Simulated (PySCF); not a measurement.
## How methods differ on the ionisation energy of N

N [He] 2s2 2p3 (4S) → N⁺ [He] 2s2 2p2 (3P), as a difference of total energies. All numbers are calculated (PySCF 2.14, the non-relativistic Hamiltonian (point nucleus), in cc-pVDZ (3s2p1d, 14 functions)). Correlated levels: valence: 1s2 frozen. The calculations carry no spin-orbit coupling.

```
           method  ionisation energy (eV)
              UHF                  13.895
             PBE0                  14.642
              LDA                  14.881
    MP2 (valence)                  14.354
SCS-MP2 (valence)                  14.144
   CCSD (valence)                  14.195
CCSD(T) (valence)                  14.191
```

Errors of the correlated levels include the incompleteness of this basis and the frozen core.

Question: Which method comes closest to the reference value, and which is furthest?

Answer: The reference is 14.545 eV (measured; NIST levels, between the centres of gravity of the two terms). Closest: PBE0 (error 0.097 eV); furthest: UHF (error -0.650 eV).
